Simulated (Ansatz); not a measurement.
Ansatz (a first-principles code) input (MP2/STO-3G):

Ansatz 0.2 input:
```yaml
crystal:
  periodic: [false, false, false]
  atoms:
    - {symbol: F, position_ang: [-0.00000000, -0.00000000, -0.69824324]}
    - {symbol: F, position_ang: [0.00000000, 0.00000000, 0.69824324]}
basis:
  gaussian:
    orbitals: STO-3G
magnetization: {spin_polarized: false}
correlation: {method: mp2, electrons: outside_noble_gas}
output: {forces: true}
```

Output:

```
Functional definition: HF
integrals: 0.00 GiB planned
140 factors; integrals over basis functions are off by at most 2.4e-6 eV
mean field: 0.04 GiB planned
mean field evaluation 1: about -5332.4309 eV, gradient 6.2e0 eV
mean field evaluation 2: about -5332.5228 eV, gradient 6.5e0 eV
mean field evaluation 4: about -5332.6507 eV, gradient 8.5e-2 eV
mean field evaluation 8: about -5332.6505 eV, gradient 1.6e-5 eV
mean field -5332.65050279 eV, -195.9712913771 hartree, gradient 1.0e-6 eV, S^2 0.000000; 0 other end points of the search recorded, 0 dependent functions left out; unrestricted orbitals would lower it
2 core orbitals not correlated
reference -5332.65050279 eV, -195.9712913771 hartree; 7, 7 occupied and 1, 1 virtual orbitals, 140 factors
densities: 0.03 GiB planned
second order -1.37018510 eV of doubles, -0.00000000 eV of singles
the calculation of the forces begins
mean field evaluation 16: about -5332.5462 eV, gradient 3.0e-1 eV
Total energy: -5334.02068788 eV, -196.0216447507 hartree
Atom 0 at    -0.000000    -0.000000    -0.698243 Å, force    -0.000000     0.000000     3.061038 eV/Å
Atom 1 at     0.000000     0.000000     0.698243 Å, force     0.000000    -0.000000    -3.061038 eV/Å
Dipole moment:    -0.000000    -0.000000     0.000000 e Å
```
